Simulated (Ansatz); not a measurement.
**Mixing energy, order and entropy in CoCu₂Os₆RuPt₆**

Theory: Ansatz, DFT PBE, scalar-relativistic, plane waves, PAW.

Settings: cutoff 420 eV, Γ-centred mesh 6×6×6 on the computed 16-atom cell, Gaussian smearing of 0.10 eV; collinear spin from starting moments 1.26 0 0 0 0 0 0 0 0 0 0 0 0 0 0 0 μB.

Cells of 16 atoms on a fcc lattice, 2 Cu, 6 Pt, 6 Os, 1 Ru, 1 Co, each occupation relaxed without symmetry on a coarser mesh and computed once more. α is the first-shell Warren–Cowley parameter of unlike pairs (negative: unlike neighbours in excess, 0: random), given as its mean and root mean square over the pairs, since a mean near 0 can hide order that cancels. ΔH counts from the elements in their standard crystals.

```tsv
cell	mean α	rms α	ΔH (meV/atom)	V (Å³/atom)	rms shift from sites (Å)
1	-0.10	0.20	130	14.35	0.07
2	-0.14	0.23	228	14.30	0.06
```

Task: Weigh the mixing energy against the ideal entropy.

Result: Ideal mixing gives S = −k_B Σ x ln x = 1.342 k_B per atom (11.2 J/(mol K)), worth 116 meV/atom at 1000 K. The cell nearest to random, 1, has ΔH = 130 meV/atom. Against the pure elements it breaks even at T = ΔH/S = 1130 K; above that the solution beats the pure elements, but parting into two partly mixed solutions pays up to a higher temperature (2ΔH/k_B, 1.4 times as high, for a regular binary solution at equal shares), and compounds may beat both. ΔH includes the cost of putting the elements on this lattice where they prefer another, and what the coarser relaxation leaves, which can only raise it; vibrational entropy is left out. An error of 8 meV/atom in ΔH, as mesh and relaxation can leave, moves such a temperature by 70 K, and the spread of these cells, 98 meV/atom, by 840 K.

The final mesh leaves forces up to 0.10 eV/Å and stresses up to 0.5 GPa.

Spin-orbit coupling is left out, which matters for the bands of heavy elements.

Cost: 4 runs of about 2.2 core-hours in all (earlier runs that led there not counted), on Intel Xeon 6975P-C (Granite Rapids) (shared hosts).